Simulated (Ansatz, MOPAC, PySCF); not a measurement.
Barrier height from CH3F2, charge -1 to the transition structure CH3F2, without zero-point energy, on the benchmark's geometries as Psi4's copy of the set gives them.
Transition structure (charge -1, multiplicity 1, Z-matrix in Å and degrees):
```
C
H 1 1.0696
H 1 1.0696 2 120.00
H 1 1.0696 2 120.04 3 179.99
F 1 1.8234 2 89.98 3 -89.99
F 1 1.8241 2 89.99 3 89.99
```
Reactant (charge -1, multiplicity 1):
```json
[
 {"atom": "F", "x (Å)": "0.0000", "y (Å)": "0.0000", "z (Å)": "-1.8476"},
 {"atom": "C", "x (Å)": "0.0000", "y (Å)": "0.0000", "z (Å)": "-0.4219"},
 {"atom": "H", "x (Å)": "0.0000", "y (Å)": "1.0236", "z (Å)": "-0.0738"},
 {"atom": "H", "x (Å)": "-0.8864", "y (Å)": "-0.5118", "z (Å)": "-0.0738"},
 {"atom": "H", "x (Å)": "0.8864", "y (Å)": "-0.5118", "z (Å)": "-0.0738"},
 {"atom": "F", "x (Å)": "0.0000", "y (Å)": "0.0000", "z (Å)": "2.1535"}
]
```

Open shells are unrestricted; no spin–orbit coupling.

Correlated levels freeze the cores. Rows in 6-311+G**, 6-31G*, STO-3G carry no dispersion term and start afresh at each structure (6-31G* with six Cartesian d functions). The state that AM1, PM6 reach isn't checked.

Codes used: Ansatz (a program for electronic structure); MOPAC for AM1, PM6 (differences of heats of formation); PySCF for 6-311+G** rows, 6-31G* rows, STO-3G rows, the dispersion terms. 

Other levels give for the barrier height: PBE/def2-TZVPPD 30.8; B3LYP/def2-TZVPPD 43.8; B3LYP-D3(BJ)/def2-TZVPPD 43.6; wB97M-V/def2-TZVPPD 51.9; CCSD(T)/aug-cc-pVDZ 45.7 kJ/mol.

Question: What do these common cheap choices give for the same quantity: AM1, PM6, HF/STO-3G, HF/6-31G*, BP86/6-31G*, B3LYP/6-31G*, B3LYP/6-311+G**, M06-2X/6-31G*?

Answer: AM1 172.9; PM6 88.0; HF/STO-3G -11.6; HF/6-31G* 70.6; BP86/6-31G* 16.2; B3LYP/6-31G* 29.6; B3LYP/6-311+G** 39.8; M06-2X/6-31G* 47.8 kJ/mol. They span -11.6 to 172.9 kJ/mol.

The set's own value is 13.38 kcal/mol (Zhao et al., NHTBH38), an estimate for the real system.
